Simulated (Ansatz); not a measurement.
The input, for Ansatz 0.2.0:

```yaml
crystal:
  periodic: [false, false, false]
  atoms:
    - {symbol: Mo, position_ang: [0.000000, 0.000000, 0.000000]}
    - {symbol: Ge, position_ang: [0.000000, 0.000000, 2.316000]}
basis:
  gaussian: {orbitals: def2-SVP}
correlation: {method: sc_nevpt2, electrons: outside_noble_gas, active_space: {window: {electrons: 10, orbitals: 10}, shells: [{species: Ge, l: s, shell: 4}, {species: Ge, l: p, shell: 4}, {species: Mo, l: s, shell: 5}, {species: Mo, l: d, shell: 4}]}}
```

```sh
$ ansatz run in.yaml --threads 1 --pin off --events-out ev --progress --plain --max-ram 2393MiB
```

Output:

```
1033 factors; integrals over basis functions are off by at most 1.6e-7 eV
mean field evaluation 1: about -58296.4783 eV, gradient 1.3e1 eV
mean field evaluation 2: about -58296.6544 eV, gradient 1.3e1 eV
mean field evaluation 4: about -58297.1992 eV, gradient 5.5e0 eV
mean field evaluation 8: about -58297.3807 eV, gradient 5.7e-1 eV
mean field evaluation 16: about -58297.3944 eV, gradient 3.5e-2 eV
mean field evaluation 32: about -58298.2732 eV, gradient 6.9e-1 eV
mean field evaluation 64: about -58287.8982 eV, gradient 4.4e1 eV
mean field evaluation 96: about -58294.8457 eV, gradient 1.2e-3 eV
mean field evaluation 128: about -58295.1744 eV, gradient 2.6e0 eV
mean field evaluation 160: about -58298.3040 eV, gradient 6.8e-2 eV
mean field evaluation 192: about -58298.2917 eV, gradient 2.6e-1 eV
mean field evaluation 224: about -58288.5738 eV, gradient 9.5e0 eV
mean field evaluation 256: about -58298.3027 eV, gradient 1.7e-1 eV
mean field evaluation 288: about -58298.2500 eV, gradient 2.1e0 eV
mean field evaluation 320: about -58296.4783 eV, gradient 1.3e1 eV
mean field -58298.30430144 eV, -2142.4231670680 hartree, gradient 2.9e-6 eV, S^2 0.000000; 21 other end points of the search recorded, 0 dependent functions left out; unrestricted orbitals would lower it
reference -58298.30430144 eV, -2142.4231670680 hartree; 23, 23 occupied and 40, 40 virtual orbitals, 1033 factors
state -58302.31410670 eV, -2142.5705246932 hartree
state -58302.31410670 eV, -2142.5705246932 hartree; corrected -58305.55140930 eV, -2142.6894933695 hartree
Total energy: -58305.55140930 eV, -2142.6894933695 hartree
Checks for a lower state left out: starts, orbital_swaps
```

Natural occupations: 1.9886 1.9004 1.8338 1.8338 0.7011 0.7011 0.6593 0.1481 0.1481 0.0856.

Ran on 1 thread of Intel Xeon 6975P-C, shared host: 36 s wall, 0.22 GiB peak host memory.
